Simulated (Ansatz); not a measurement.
# C2H4O2S: the cost of one run

Program: Ansatz 0.2.0. Level of theory: RKS BLYP/def2-SVP. These are calculated values, not measurements.

## (1) The structure to begin with

Bond lengths: O1–C2 1.221 Å, C2–O3 1.338 Å, O3–C4 1.520 Å, C4–S5 1.763 Å, C2–H6 1.092 Å, C4–H7 1.101 Å, C4–H8 1.081 Å, S5–H9 1.300 Å. Angles: O1–C2–O3 125.6°, O1–C2–H6 126.4°, O3–C2–H6 108.0°, C2–O3–C4 114.0°, O3–C4–S5 110.2°, O3–C4–H7 106.4°, O3–C4–H8 108.5°, S5–C4–H7 111.2°, S5–C4–H8 110.9°, H7–C4–H8 109.4°, C4–S5–H9 95.3°.

As a file:

```xyz
9

O    -1.6354   -0.0435    1.3982
C    -1.5949   -0.2792    0.2012
O    -0.5141   -0.1648   -0.5789
C     0.7161    0.3582    0.1440
S     2.0745    0.4785   -0.9729
H    -2.4178   -0.6498   -0.4139
H     0.4440    1.3456    0.5476
H     0.9453   -0.3121    0.9602
H     2.0708   -0.7793   -1.3027
```

## (2) End point A

input.yaml reads:

```yaml
crystal:
  periodic: [false, false, false]
  atoms:
    - { symbol: O, position_ang: [-1.6354, -0.0435, 1.3982] }
    - { symbol: C, position_ang: [-1.5949, -0.2792, 0.2012] }
    - { symbol: O, position_ang: [-0.5141, -0.1648, -0.5789] }
    - { symbol: C, position_ang: [0.7161, 0.3582, 0.144] }
    - { symbol: S, position_ang: [2.0745, 0.4785, -0.9729] }
    - { symbol: H, position_ang: [-2.4178, -0.6498, -0.4139] }
    - { symbol: H, position_ang: [0.444, 1.3456, 0.5476] }
    - { symbol: H, position_ang: [0.9453, -0.3121, 0.9602] }
    - { symbol: H, position_ang: [2.0708, -0.7793, -1.3027] }
basis:
  gaussian: { orbitals: def2-SVP }
hamiltonian:
  xc: blyp
relax:
  f_tol: 0.02
  max_steps: 50
```

Launch:

```bash
$ ansatz run input.yaml --threads 2 --pin off --max-ram 3072MiB --backend cpu --events-out ev --progress --plain --runs-dir out
```

Q: Estimate wall time and peak memory on 2 threads of AMD EPYC 7R43 (Zen 3), shared host.

About 22 s, with a peak of 0.14 GiB.
